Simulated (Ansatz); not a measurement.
C5H12O can be A, `CCCCOC`, or B, `CC(C)CCO`.

Calculated with Ansatz (gas phase, PBE0-D4/def2-TZVP geometries, no zero-point term in ΔE). CBS: MP2 limit from def2 TZ/QZ plus the TZ coupled-cluster correction, frozen cores. Functionals use def2-TZVPP. One conformer a species, not always the lowest.

Q: Which is lower in electronic energy at CCSD(T)/CBS, and by how much? (An estimate is asked.)

A: Computed: B, by 10.7 kcal/mol.

Q: Give E(B) − E(A) in kcal/mol with MP2/def2-TZVPP, CCSD/def2-TZVPP, BLYP-D4, PBE-D4, B2PLYP, ωB97M-V, CCSD(T)/def2-TZVPP. (Estimate.)

A: Ansatz gave: MP2/def2-TZVPP -11.6, CCSD/def2-TZVPP -9.9, BLYP-D4 -8.3, PBE-D4 -9.4, B2PLYP -8.5, ωB97M-V -10.0, CCSD(T)/def2-TZVPP -10.3. None reverses the order clearly.

Largest T1 diagnostic: 0.009.

The D4 term adds −1.6 kcal/mol with B3LYP and −0.9 kcal/mol with PBE0; it sums over pairs of atoms, weighted by their polarisabilities, and B3LYP, whose exchange is more repulsive, gets the larger term. In def2-TZVPP, CCSD(T) changes the Hartree–Fock value by −4.5 kcal/mol (the triples alone add −0.4 kcal/mol) and MP2 by −5.7 kcal/mol.

B3LYP here is the variant with VWN-RPA as its local correlation; programs differ in this.
